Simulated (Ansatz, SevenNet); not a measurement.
For HgS (P3₂21, No. 154), the machine-learned potential SevenNet-l3i5 (trained on PBE and PBE+U data) gives:

* **lattice parameter a**: 4.415 Å
* **lattice parameter c**: 9.768 Å

Problem. What does HSE06 (Ansatz, an electronic-structure program, PAW) give for the same quantities?

Solution. 
- lattice constant a: 4.406 Å (drops by 0.2 %)
- lattice parameter c: 9.712 Å (drops by 0.6 %)

Changes are worked out from the printed values.

Unless a cell is named, each level is at its own relaxed cell (SevenNet-l3i5 27.48, HSE06 27.22 Å³/atom).

Levels without +SOC leave out spin–orbit coupling, which shifts energies and cells of such heavy elements.

Ansatz's density-functional and Hartree–Fock values are scalar-relativistic unless marked +SOC, with PAW data made under PBE.
